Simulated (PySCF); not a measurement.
# U-wB97X-V/STO-3G run of BF2 (SMILES F[B]F)

Aim: the energy change on altering one bond length of BF2 at U-wB97X-V/STO-3G, from 2 runs. 

Program for the calculation: PySCF 2.14.0.

13 further runs of the same task are left out: 4 that didn't finish, 9 set aside as unsound or not needed.

**1. The structure to begin with**

BF2: 3 atoms, total charge 0, spin state doublet. SMILES: `F[B]F`. The coordinates come from a PBE0-D4/def2-TZVP relaxation.

Bond lengths: F1–B2 1.306 Å, B2–F3 1.306 Å. Angles: F1–B2–F3 121.1°.

**2. A single-point energy at U-wB97X-V/STO-3G**

The input, input.xyz:

```xyz
3
BF2
F      0.513100    -1.044300     0.160000
B      0.279000     0.240500     0.181300
F     -0.802900     0.738900    -0.354600
```

The input, calc.py:

```python
from pyscf import gto, dft

mol = gto.Mole()
mol.atom = 'input.xyz'
mol.max_memory = 1860
mol.verbose = 4
mol.spin = 1
mol.basis = 'sto-3g'
mol.build()

mf = dft.UKS(mol, xc='wb97x-v')
mf.conv_tol = 1e-10
mf.grids.level = 5
mf.nlcgrids.level = 1
mf.kernel()
if not mf.converged:
    mf = mf.newton().run(mf.mo_coeff, mf.mo_occ)

etot = mf.e_tot
print('Final energy', etot)
```

Launch:

```sh
$ OMP_NUM_THREADS=1 python calc.py
```

Log:

```text
PySCF version 2.14.0

[INPUT] num. atoms = 3
[INPUT] num. electrons = 23
[INPUT] charge = 0
[INPUT] spin (= nelec alpha-beta = 2S) = 1
[INPUT] symmetry False subgroup None
[INPUT] Mole.unit = angstrom
[INPUT] Symbol           X                Y                Z      unit          X                Y                Z       unit  Magmom
[INPUT]  1 F      0.513100000000  -1.044300000000   0.160000000000 AA    0.969618474514  -1.973440991883   0.302356179930 Bohr   0.0
[INPUT]  2 B      0.279000000000   0.240500000000   0.181300000000 AA    0.527233588754   0.454479132958   0.342607346384 Bohr   0.0
[INPUT]  3 F     -0.802900000000   0.738900000000  -0.354600000000 AA   -1.517261105413   1.396318633441  -0.670096883771 Bohr   0.0

nuclear repulsion = 55.302284323941
number of shells = 9
number of NR pGTOs = 45
number of NR cGTOs = 15
basis = sto-3g
ecp = {}

[... 86 lines left out ...]
converged SCF energy = -221.29291969837  <S^2> = 0.75156051  2S+1 = 2.0015599
Final energy -221.29291969837027
```

Wall time 9.9 s (1 thread of Arm Neoverse V2, shared host); peak memory 0.19 GiB.

**3. The distorted shape**

The input, run.py:

```python
from pyscf import gto, dft

system = gto.M(
    atom='''
F      1.323517    -3.915724     0.270155
B      0.527234     0.454479     0.342607
F     -1.517261     1.396319    -0.670097
''',
    spin=1,
    basis='sto-3g',
    verbose=3,
    max_memory=1860,
    unit='bohr',
)

myscf = dft.UKS(system, xc='wb97x-v')
myscf.grids.level = 5
myscf.nlcgrids.level = 1
myscf.conv_tol = 1e-10
myscf.kernel()
if not myscf.converged:
    myscf = myscf.newton().run(myscf.mo_coeff, myscf.mo_occ)

e_final = myscf.e_tot
print('E(%s) = %.9f' % ('WB97X-V', e_final))
```

Launch:

```sh
$ OMP_NUM_THREADS=1 python run.py
```

Log:

```text
converged SCF energy = -221.113632636029  <S^2> = 0.77979101  2S+1 = 2.0295724
E(WB97X-V) = -221.113632636
```

Run time: 17 s. Hardware: 1 thread of Arm Neoverse V2, shared host; peak memory 0.19 GiB.

**4. What came out**

Level: U-wB97X-V/STO-3G.

| quantity | value |
| --- | --- |
| first shape: total energy | -221.29292 Eh |
| first shape: dipole moment | 0.20 D |
| first shape: HOMO energy (highest over α and β) | -4.91 eV |
| first shape: LUMO energy (lowest over α and β) | 5.27 eV |
| first shape: ⟨S²⟩ | 0.752 |
| distorted shape: total energy | -221.11363 Eh |
| distorted shape: dipole moment | 1.64 D |
| distorted shape: HOMO energy (highest over α and β) | -6.53 eV |
| distorted shape: LUMO energy (lowest over α and β) | 3.56 eV |
| distorted shape: ⟨S²⟩ | 0.780 |
| energy change with the F1–B2 bond stretched from 1.306 to 2.351 Å | 4.879 eV |

**Reading.** With the F1–B2 bond stretched from 1.306 to 2.351 Å the energy rises by 4.88 eV (113 kcal/mol). The first shape isn't relaxed at this level, so the change isn't measured from a minimum. The minimal basis adds a large error of its own. Mulliken charges (distorted shape) run from -0.07 on F3 to +0.11 on B2.
